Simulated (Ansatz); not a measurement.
Input file:

```yaml
crystal:
  periodic: [false, false, false]
  atoms:
    - {symbol: Si, position_ang: [0.000000, 0.000000, 0.000000]}
    - {symbol: C, position_ang: [0.000000, 0.000000, 1.665900]}
basis:
  gaussian: {orbitals: aug-cc-pVDZ}
total_charge: -1
magnetization: {spin_polarized: true, initial_magnetization: 1}
hamiltonian: {xc: {name: BLYP}}
```

```sh
$ ansatz run in.yaml --threads 1 --pin off --events-out ev --progress --plain --max-ram 2393MiB
```

Log:

```
541 factors; their error is unknown
mean field evaluation 1: about -8908.1659 eV, gradient 2.0e1 eV
mean field evaluation 2: about -8858.9916 eV, gradient 6.6e1 eV
mean field evaluation 4: about -8910.2231 eV, gradient 6.6e0 eV
mean field evaluation 8: about -8910.5597 eV, gradient 3.5e-2 eV
mean field evaluation 16: about -8910.5225 eV, gradient 5.6e-5 eV
mean field evaluation 32: about -8910.3176 eV, gradient 1.3e0 eV
mean field -8910.52251073 eV, -327.4556625003 hartree, gradient 1.5e-5 eV, S^2 0.765025; 4 other end points of the search recorded, 0 dependent functions left out
reference -8910.52272753 eV, -327.4556704675 hartree; 11, 10 occupied and 39, 40 virtual orbitals, 541 factors
Total energy: -8910.52272753 eV, -327.4556704675 hartree
```

Ran on 1 thread of AMD EPYC 7R43, shared host: 2.5 s wall, 0.11 GiB peak host memory.
